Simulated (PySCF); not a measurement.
# A diatomic session: CH

Aim: find the lowest electronic state of CH, scan its bond at several levels of theory, and get bond length, wavenumber and dissociation energy from each curve.

Method: H def2-TZVPPD, C def2-TZVPPD, no relativity; program: PySCF 2.14.0.

### Step 1. Set-up

Settings of the job:

```json
{"atoms": "H, C", "charge": "0", "basis": "H def2-TZVPPD, C def2-TZVPPD", "Hamiltonian": "no relativity", "basis functions": "54", "electrons treated": "7", "masses in u": "1.0078, 12.0000", "levels": "PBE0, PBE, r²SCAN, BHandHLYP, TPSS, PBEsol, B3LYP, LDA, LC-ωPBE, HF, MP2, SCS-MP2, CCSD, CCSD(T)", "grid": "80 radial by 434 angular points", "occupations": "held fixed by the projection of orbital angular momentum", "dissociation limit": "H + C, each in its ground configuration", "starting distance in angstrom": "1.030", "values of 2S to try": "1, 3"}
```

The run is started by

```bash
> OMP_NUM_THREADS=1 python dia.py task.json out
```

Further steps of the session: First curve: PBE0; Excited determinants; PBE (GGA); r²SCAN; BHandHLYP; TPSS; PBEsol; B3LYP (global hybrid GGA); LDA (local density); LC-ωPBE; UHF (mean field); MP2 and coupled cluster.

Before running it: what results should come out? Wanted: for each run, Re; ωe; De; μ.

**Answer**, as computed:

Lowest PBE0 solution found, without spin–orbit coupling: ²Π (doublet), unpaired electrons π ↑. State 2 has its PBE0 minimum 0.54 eV higher. The other levels ran on the lowest alone.

```tsv
level	Re (Å)	ωe (cm⁻¹)	De (eV)	μ (D)
UHF	1.105	3037	2.46	-1.61
UHF-MP2	1.113	2952	3.40	n/a
UHF-SCS-MP2	1.114	2941	3.54	n/a
UHF-CCSD	1.120	2867	3.52	n/a
UHF-CCSD(T)	1.121	2849	3.55	n/a
LDA	1.141	2721	4.01	-1.44
PBE	1.136	2735	3.68	-1.39
PBEsol	1.141	2715	3.76	-1.40
TPSS	1.130	2777	3.78	-1.42
r²SCAN	1.126	2813	3.53	-1.45
B3LYP	1.122	2832	3.70	-1.45
PBE0	1.124	2849	3.60	-1.46
BHandHLYP	1.110	2955	3.59	-1.53
LC-ωPBE	1.120	2919	3.54	-1.55
```

De is counted to H + C in their ground configurations. A positive dipole means H(−)C(+).

Differences from CCSD(T) in the same basis:

```tsv
level	Re (mÅ)	ωe (%)
UHF	-16	+6.6
UHF-MP2	-9	+3.6
UHF-SCS-MP2	-8	+3.2
UHF-CCSD	-2	+0.7
LDA	+19	-4.5
PBE	+15	-4.0
PBEsol	+20	-4.7
TPSS	+9	-2.5
r²SCAN	+4	-1.3
B3LYP	+1	-0.6
PBE0	+3	0.0
BHandHLYP	-12	+3.7
LC-ωPBE	-2	+2.5
```

Against CCSD(T) in the same basis, the bond length is nearest at B3LYP (+1 mÅ) and farthest at PBEsol (+20 mÅ); the wavenumber is nearest at PBE0 (0.0 %) and farthest at UHF (+6.6 %). Hartree–Fock falls on the short and stiff side, its usual fault. PBE has the long and soft bond that GGAs tend to give. Among the levels with a De in the table, it runs from 2.46 eV (UHF) to 4.01 eV (LDA).

Correlated steps freeze 1 core orbital.
